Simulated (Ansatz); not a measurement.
# HSO₂ (doublet): geometry optimisation

Where does this start of HSO₂ (doublet) end when it is relaxed?

Computed with Ansatz 0.2.0, Gaussian basis. Level: UKS PBE0/def2-TZVP.

## (1) Where the work starts

4 atoms, charge 0, spin multiplicity 2.

Atoms are counted from 1 here; the program's logs count them from 0.

Bond lengths: O1–H4 0.966 Å, O2–S3 1.549 Å.

The start was built by rule and, where that kept it together, relaxed with GFN2-xTB. Sticks and bond lists go by distance. 

## (2) The run

Contents of in.yaml:

```yaml
crystal:
  periodic: [false, false, false]
  atoms:
    - {symbol: O, position_ang: [-1.584944, -0.153333, -0.001832]}
    - {symbol: O, position_ang: [-0.292832, 0.601120, 0.005014]}
    - {symbol: S, position_ang: [1.007251, -0.241024, -0.001714]}
    - {symbol: H, position_ang: [-2.236462, 0.559674, 0.004014]}
basis:
  gaussian: {orbitals: def2-TZVP}
magnetization: {spin_polarized: true, initial_magnetization: 1}
hamiltonian: {xc: pbe0}
relax: {f_tol: 0.004, max_steps: 80}
```

Run with:

```sh
$ ansatz run in.yaml --threads 1 --pin off --events-out ev --progress --plain --max-ram 2176MiB
```

Before running it: what results should come out? Wanted: energy gained; shift from the start; total energy; dipole moment; ⟨S²⟩.

As calculated:

| quantity | value |
| --- | --- |
| steps | 6 |
| energy gained | 0.051 eV |
| shift from the start (rms) | 0.037 Å |
| total energy | -14935.6544 eV |
| dipole moment | 1.33 D |
| ⟨S²⟩ | 0.756 |

**Reading.** By distance, O1–O2 formed. O2–S3 went from 1.549 to 1.578 Å. No vibrations were run, so this is a stationary point, not a proven minimum, and this spin need not be the ground state's.
